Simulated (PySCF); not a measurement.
A search over the determinants of BO

Unrestricted PBE0; B cc-pVTZ, O cc-pVTZ; no relativity (PySCF 2.14). Outer shells of the fragments: B 2s2 2p1; O 2s2 2p4.

Followed along the bond (rough minima from three points):

```
2Ms+1   unpaired  ⟨S²⟩ at the start  R at minimum (Å)  Te (eV)
    2        σ ↑               0.77              1.20     0.00
    4  σ ↑, π ↑↑               3.75              1.41     5.55
```

Solutions found at the starting distance of 1.415 Å, counted from the lowest of them; the search is not exhaustive and high or unbound solutions are not listed, so other states can lie among these:

| 2Ms+1 | unpaired | term | E (eV) | ⟨S²⟩ | ⟨Lz²⟩ | μ (D) |
| --- | --- | --- | --- | --- | --- | --- |
| 2 | σ ↑ | ²Σ⁺ | 0.00 | 0.77 | 0.00 | -2.80 |
| 2 | π ↑ | ²Π | 1.69 | 0.75 | 1.01 | 0.84 |
| 4 | σ ↑, π ↑↑ | mixed | 4.22 | 3.75 | 2.01 | -0.51 |
| 4 | σ ↑, π ↑↑ | mixed | 4.68 | 3.75 | 2.00 | -0.62 |
| 2 | σ ↑, π ↑↓ | mixed | 4.87 | 1.75 | 2.01 | -0.68 |
| 4 | σ ↑↑, π ↑ | ⁴Π | 7.01 | 3.76 | 1.00 | -0.26 |

A term symbol is given only where ⟨S²⟩ and ⟨Lz²⟩ are close to those of a pure state; real π, δ and φ orbitals otherwise mix terms. A positive dipole means B(−)O(+).

Q: Compare the gap between the two lowest followed solutions at the starting distance with the gap between their minima.

A: At PBE0 the second solution (quartet, unpaired electrons σ ↑, π ↑↑) lies +4.22 eV from the first (doublet, unpaired electrons σ ↑) at 1.415 Å and +5.55 eV at the minima; the two curves relax by different amounts, since their minima lie near 1.41 and 1.20 Å.

Counting both spins, an empty level lies below a filled one in some of these solutions, because spin and occupation are held.
